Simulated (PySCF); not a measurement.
Species: H3SiCH2F, CH5FSi.
Bonds: F1–C2, C2–Si3. Hydrogens: H4, H5 on C2; H6, H7, H8 on Si3.

A linear-response calculation (PySCF, def2-SVPD basis, gas phase, vertical, core orbitals frozen in the response) gave these numbers; the functional is withheld.

Orbital energies (eV): HOMO-3 -10.06, HOMO-2 -9.73, HOMO-1 -9.38, HOMO -8.57, LUMO 0.07, LUMO+1 0.51, LUMO+2 0.67.

```csv
state,E (eV),f,"main configurations (H = HOMO, L = LUMO)"
S1,7.64,0.042,H→L (91%)
S2,7.92,0.0006,"H→L+1 (72%), H→L+2 (17%)"
S3,8.38,0.0014,"H-1→L (86%), H→L+3 (11%)"
S4,8.48,0.176,"H→L+2 (73%), H→L+1 (21%)"
S5,8.55,0.0003,"H→L+3 (84%), H-1→L (9%)"
S6,8.79,0.043,H-2→L (89%)
```

Triplets, Tamm–Dancoff:

```tsv
state	E (eV)	λ (nm)	main configurations (H = HOMO, L = LUMO)
T1	7.20	172.3	H→L (58%), H→L+1 (33%)
T2	7.39	167.7	H→L (35%), H→L+2 (35%), H→L+1 (26%)
T3	8.02	154.7	H→L+2 (53%), H→L+1 (36%)
T4	8.03	154.4	H-1→L (88%)
```

Vertical ionisation energy by ΔSCF with the same functional: 11.20 eV. Mean static polarisability: 43.8 au.

Question: Which of these was used?
A. PBE
B. wB97X-D
C. HF
D. B3LYP

Answer: D. B3LYP is a global hybrid with 20% exact exchange. In this run −ε(HOMO) = 8.57 eV differs from the ΔSCF value by -2.63 eV, and S1 differs from the orbital gap of 8.64 eV by -1.00 eV. The ratio −ε(HOMO)/IP is 0.76. Usual ranges for neutral molecules in this basis: 0.67 to 0.83 with B3LYP, 0.5 to 0.7 with PBE, 0.89 to 0.99 with wB97X-D; with Hartree–Fock the ratio is 1 or more (Koopmans' value less the relaxation energy is the ΔSCF value).

Method: TDDFT B3LYP/def2-SVPD, vertical, gas phase, core orbitals frozen in the response in PySCF. Isolated species at its PBE0-D3(BJ)/def2-SVP geometry, gas phase.

Hardware: one thread, Arm Neoverse V1 (aarch64), shared host with 64 logical CPUs at a one-minute load of 11. Cost: 17 s of wall time, 0.46 GiB resident at most.
